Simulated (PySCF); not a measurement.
## State search for NaAl⁺

Unrestricted PBE0; PySCF, no relativity, basis sets Na def2-SVPD, Al def2-SVPD. Outer shells of the fragments: Na+ closed shells only; Al 3s2 3p1.

Followed along the bond (rough minima from three points):

| 2Ms+1 | unpaired | ⟨S²⟩ at the start | R at minimum (Å) | Te (eV) |
| --- | --- | --- | --- | --- |
| 2 | σ ↑ | 0.76 | 3.42 | 0.00 |
| 2 | π ↑ | 0.76 | 3.35 | 0.84 |
| 4 | σ ↑↑, π ↑ | 3.75 | none in the scan | ≤ 3.78 |

Solutions found at the starting distance of 2.870 Å, counted from the lowest of them; the search is not exhaustive and high or unbound solutions are not listed, so other states can lie among these:

```tsv
2Ms+1	unpaired	term	E (eV)	⟨S²⟩	⟨Lz²⟩	μ (D)
2	σ ↑	²Σ⁺	0.00	0.76	0.00	-3.37
2	π ↑	²Π	0.74	0.76	1.01	-4.03
4	σ ↑↑, π ↑	⁴Π	3.82	3.75	1.00	-4.07
4	σ ↑, π ↑↑	⁴Σ⁻	4.56	3.75	0.00	-4.22
2	σ ↑↑, π ↓	mixed	4.98	1.75	1.00	-3.95
4	σ ↑↑↑	⁴Σ⁺	7.31	3.75	0.00	6.15
```

A term symbol is given only where ⟨S²⟩ and ⟨Lz²⟩ are close to those of a pure state; real π, δ and φ orbitals otherwise mix terms. A positive dipole points towards Al; it is taken about the centre of mass and depends on that origin.

Problem. Compare the gap between the two lowest followed solutions at the starting distance with the gap between their minima.

Solution. At PBE0 the second solution (doublet, unpaired electrons π ↑) lies +0.74 eV from the first (doublet, unpaired electrons σ ↑) at 2.870 Å and +0.84 eV at the minima; the two curves relax by different amounts, since their minima lie near 3.35 and 3.42 Å.

Counting both spins, an empty level lies below a filled one in some of these solutions, because spin and occupation are held.
